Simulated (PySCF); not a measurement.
```xyz
5
charge 0 multiplicity 1, angstrom
S     0.0000    0.0000    0.3843
F     1.2014    0.0000   -0.6001
F     0.0000    1.6456    0.2767
F    -1.2014    0.0000   -0.6001
F     0.0000   -1.6456    0.2767
```

All numbers come from PySCF, PBE0, basis S def2-TZVP, F def2-TZVP (no relativity, density fitting).

This geometry of SF4 is a stationary point at this level.

**Question.** What is the point group?

**Answer.** C2v.

**Question.** Is it a minimum?

**Answer.** Yes: all harmonic wavenumbers are real.

**Question.** Which band is strongest in the infrared?

**Answer.** 749 cm⁻¹ (b1), 646 km/mol.

**Question.** What is the atomisation energy, with and without zero-point energy?

**Answer.** 1365 kJ/mol without, 1334 kJ/mol with.
